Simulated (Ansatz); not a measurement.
Abridged output of a molecular run in Ansatz:

```
Functional definition: HF
240 factors; integrals over basis functions are off by at most 1.4e-4 eV
mean field evaluation 1: about -7859.9606 eV, gradient 4.0e0 eV
mean field evaluation 2: about -7859.9626 eV, gradient 4.1e0 eV
mean field evaluation 4: about -7860.1852 eV, gradient 2.6e-1 eV
mean field evaluation 8: about -7860.1855 eV, gradient 8.8e-4 eV
mean field evaluation 16: about -7860.1855 eV, gradient 3.6e-4 eV
mean field -7860.18554885 eV, -288.8564910952 hartree, gradient 3.2e-6 eV, S^2 2.015162; 5 other end points of the search recorded, 0 dependent functions left out
5 core orbitals not correlated: weight in the atoms' cores, before any rotation towards them, 1.000 or more for the frozen orbitals, at most 0.000 for the correlated occupied ones
reference -7860.18554885 eV, -288.8564910952 hartree; 3, 1 occupied and 31, 33 virtual orbitals, 240 factors
second order -1.52727052 eV of doubles, -0.00000000 eV of singles
cycle   1  -1.86682913 eV  change   -3.4e-1 eV  update   5.5e-2
cycle   2  -2.01313465 eV  change   -1.5e-1 eV  update   2.2e-2
cycle   3  -2.02468183 eV  change   -1.2e-2 eV  update   5.7e-3
cycle   4  -2.02674557 eV  change   -2.1e-3 eV  update   1.2e-3
cycle   5  -2.02603560 eV  change    7.1e-4 eV  update   2.4e-4
cycle   6  -2.02641640 eV  change   -3.8e-4 eV  update   6.0e-5
cycle   7  -2.02631984 eV  change    9.7e-5 eV  update   1.3e-5
cycle   8  -2.02633307 eV  change   -1.3e-5 eV  update   2.3e-6
cycle   9  -2.02633262 eV  change    4.6e-7 eV  update   5.2e-7
perturbative correction -0.06746715 eV, -0.0024793721 hartree
Total energy: -7862.27934862 eV, -288.9334368176 hartree
Checks for a lower state left out: cluster_reference
```

Its atoms:

Si alone.

(1) Which basis set was used?
A. def2-SVPD
B. cc-pV(D+d)Z
C. def2-SVP
D. cc-pV(T+d)Z

(2) Write the keys of the input that set method, charge and spin (a neutral closed shell needs none for the last two).

Answers

(1) D. It gives 39 functions.

(2) 
```yaml
magnetization: {spin_polarized: true, initial_magnetization: 2}
correlation: {method: ccsd_t}
scf: {omitted_lower_state_checks: [cluster_reference]}
```
